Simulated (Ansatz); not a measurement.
`FCC1CO1` + H₂ → `CC1CO1` + H–F  (hydrogenolysis of a C–F bond)

Gas-phase electronic energies from Ansatz, PBE0-D4/def2-TZVP geometries. CBS: MP2 limit from def2 TZ/QZ plus the TZ coupled-cluster correction, frozen cores. This one scheme is used for every species. DFT in def2-TZVPP. B3LYP here is the variant with VWN-RPA as its local correlation; programs differ in this. HSE06 is defined as in plane-wave codes. One conformer a species, not always the lowest.

`FCC1CO1`:

Cartesian coordinates in Å:
```
F 0.820 1.406 -1.391
C -0.168 1.125 -0.467
C 0.301 0.047 0.460
C -0.014 -1.352 0.198
O -0.731 -0.610 1.172
H -1.068 0.799 -0.997
H -0.388 2.046 0.082
H 1.188 0.280 1.046
H 0.636 -2.129 0.593
H -0.576 -1.612 -0.696
```

H₂:

Z-matrix (Å, degrees):
```
H
H 1 0.746
```

`CC1CO1`:

```xyz
10

C    -1.165   -0.103   -0.436
C     0.270   -0.427   -0.172
C     1.153    0.484    0.549
O     0.630   -0.673    1.180
H    -1.543    0.598    0.311
H    -1.282    0.345   -1.426
H    -1.778   -1.007   -0.400
H     0.737   -1.116   -0.876
H     0.755    1.430    0.910
H     2.224    0.469    0.360
```

H–F:

Cartesian coordinates in Å:
```
F -0.003 -0.458 0.040
H 0.003 0.458 -0.040
```

```tsv
level	ΔE (kJ/mol)	difference from CCSD(T)/CBS
LDA (SPW92)	-103.4	10.0
PBE-D4	-102.2	11.2
revPBE-D4	-101.0	12.4
BLYP-D4	-95.8	17.6
r2SCAN-D4	-101.2	12.2
B97M-V	-103.8	9.6
PBE0-D4	-108.6	4.8
B3LYP-D4	-101.6	11.8
r2SCANh-D4	-103.9	9.5
r2SCAN0-D4	-107.6	5.8
HSE06-D4	-108.7	4.7
BHLYP-D4	-105.5	7.9
CAM-B3LYP-D4	-101.3	12.1
ωB97X-V	-100.2	13.2
ωB97M-V	-103.6	9.8
B2PLYP	-106.8	6.6
PBE-QIDH	-114.1	-0.7
PBE	-103.0	10.4
revPBE	-103.3	10.1
r2SCAN	-101.4	12.0
PBE0	-109.4	4.0
B3LYP	-102.9	10.5
r2SCANh	-104.2	9.2
r2SCAN0	-107.9	5.5
HSE06	-109.4	4.0
BHLYP	-106.4	7.0
LC-ωPBE	-108.6	4.8
RPA@PBE/def2-TZVPP	-101.2	12.2
HF/def2-SVP	-100.3	13.1
MP2/def2-SVP	-106.3	7.1
CCSD(T)/def2-SVP	-100.2	13.2
SCS-MP2/def2-TZVPP	-110.8	2.6
CCSD/def2-TZVPP	-111.9	1.5
CCSD(T)/def2-TZVPP	-110.0	3.4
HF/def2-QZVPP	-106.4	7.0
MP2/def2-QZVPP	-118.9	-5.5
SCS-MP2/def2-QZVPP	-113.1	0.3
HF/CBS(def2)	-106.4	7.0
MP2/CBS(def2)	-120.2	-6.8
CCSD/CBS(def2)	-115.4	-2.0
CCSD(T)/CBS	-113.4	0
```

Largest T1 diagnostic among the species: 0.011.

From r2SCAN to r2SCAN0 (25 % exact exchange), in def2-TZVPP and without D4, ΔE moves by −6.5 kJ/mol. In def2-TZVPP, CCSD(T) changes the Hartree–Fock value by −4.1 kJ/mol (the triples alone add +1.9 kJ/mol) and MP2 by −10.9 kJ/mol. Leaving LDA and LC-ωPBE aside and taking each functional with its dispersion term where it has one, the values spread over 18.3 kJ/mol, from PBE-QIDH to BLYP-D4.
